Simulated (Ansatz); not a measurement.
C3H5N, SMILES `NC1C=C1` at its PBE0-D4/def2-TZVP geometry, where that method's forces vanish. Charge 0, multiplicity 1.

```xyz
9

N    -0.8381    0.0576    1.1633
C    -0.1931   -0.4981    0.0015
C     1.0575    0.0630   -0.5955
C    -0.0477    0.3126   -1.2271
H    -0.5628   -0.4377    2.0029
H    -0.5814    1.0306    1.2799
H    -0.4015   -1.5654   -0.0799
H     2.1220    0.2174   -0.5125
H    -0.5549    0.8201   -2.0327
```

(1) What forces (eV/Å) does B3LYP-D4/def2-TZVPP give on these atoms in Ansatz 0.2.0? (Estimate.)

## Answers

(1) Ansatz gave: 
```
N1  -0.073  0.084  0.196
C2  -0.060 -0.303 -0.068
C3   0.206  0.070 -0.078
C4  -0.002  0.101 -0.183
H5  -0.022  0.010  0.033
H6  -0.022  0.012  0.037
H7   0.008  0.060  0.016
H8  -0.071 -0.005 -0.006
H9   0.036 -0.029  0.053
```

B3LYP here is the variant with VWN-RPA as its local correlation; programs differ in this.
